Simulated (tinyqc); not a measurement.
Worked calculation: CCSD on RHF in the sto-3g basis, frozen core, for H2O, spin multiplicity 1. One step of it, computed by the program tinyqc.

Question. CCSD: starting amplitudes. t_ij^ab = <ij||ab> / (e_i + e_j - e_a - e_b), whose energy is MP2.

orbital energies (hartree): MO1 -20.229786, MO2 -1.223034, MO3 -0.598693, MO4 -0.414714, MO5 -0.376813, MO6 0.513624, MO7 0.703606

Two-electron integrals over orbitals (pq|rs), unique and non-zero (hartree); the lowest 1 orbital is frozen and left out:
```
p,q,r,s,(pq|rs)
2,2,2,2,0.720203
3,2,3,2,0.139518
3,3,2,2,0.624724
3,3,3,3,0.609773
4,2,2,2,-0.009909
4,2,3,3,0.005581
4,2,4,2,0.129227
4,3,3,2,0.025776
4,3,4,3,0.048094
4,4,2,2,0.679779
4,4,3,3,0.583505
4,4,4,2,-0.103780
4,4,4,4,0.766442
5,2,5,2,0.147406
5,3,5,3,0.027126
5,4,5,2,-0.042703
5,4,5,4,0.051890
5,5,2,2,0.749797
5,5,3,3,0.611250
5,5,4,2,-0.069646
5,5,4,4,0.722886
5,5,5,5,0.880159
6,2,2,2,0.135496
6,2,3,3,0.065205
6,2,4,2,0.026045
6,2,4,4,0.085978
6,2,5,5,0.152772
6,2,6,2,0.096622
6,3,3,2,-0.047715
6,3,4,3,-0.034285
6,3,6,3,0.081621
6,4,2,2,0.106258
6,4,3,3,0.042065
6,4,4,2,-0.024993
6,4,4,4,0.121519
6,4,5,5,0.123501
6,4,6,2,0.064690
6,4,6,4,0.072722
6,5,5,2,0.058079
6,5,5,4,0.001020
6,5,6,5,0.036761
6,6,2,2,0.589987
6,6,3,3,0.554465
6,6,4,2,0.057089
6,6,4,4,0.537916
6,6,5,5,0.571488
6,6,6,2,0.085640
6,6,6,4,0.044851
6,6,6,6,0.578324
7,2,3,2,0.048981
7,2,4,3,-0.028911
7,2,6,3,0.032165
7,2,7,2,0.065753
7,3,2,2,0.155753
7,3,3,3,0.090420
7,3,4,2,-0.069561
7,3,4,4,0.162049
7,3,5,5,0.197906
7,3,6,2,0.076004
7,3,6,4,0.081301
7,3,6,6,0.039036
7,3,7,3,0.151925
7,4,3,2,-0.071093
7,4,4,3,-0.002015
7,4,6,3,0.049963
7,4,7,2,-0.017887
7,4,7,4,0.064965
7,5,5,3,0.024012
7,5,7,5,0.025616
7,6,3,2,0.098503
7,6,4,3,0.053616
7,6,6,3,-0.074639
7,6,7,2,-0.003401
7,6,7,4,-0.057059
7,6,7,6,0.120046
7,7,2,2,0.620527
7,7,3,3,0.597197
7,7,4,2,-0.020082
7,7,4,4,0.604234
7,7,5,5,0.625431
7,7,6,2,0.067410
7,7,6,4,0.046963
7,7,6,6,0.553672
7,7,7,3,0.104783
7,7,7,7,0.615328
```

Give: Starting amplitudes; correlation energy.

Answer.

Starting amplitudes (spin orbitals 1a, 1b, ...; amplitudes related by a flip of all spins are not repeated):
```
from,to,t
3a 3b,7a 7b,-0.058
4a 4b,6a 6b,-0.039
3a 3b,6a 6b,-0.037
3a 4b,6b 7a,0.036
4a 4b,7a 7b,-0.029
2a 2b,6a 6b,-0.028
2a 3b,6a 7b,-0.025
2a 4b,6a 6b,-0.024
3a 4b,6a 7b,-0.022
5a 5b,6a 6b,-0.021
2a 2b,7a 7b,-0.017
2a 3a,6a 7a,-0.014
3a 4a,6a 7a,0.014
5a 5b,7a 7b,-0.012
2a 3b,6b 7a,0.011
2a 4b,7a 7b,0.006
```

correlation energy = -0.03961 hartree
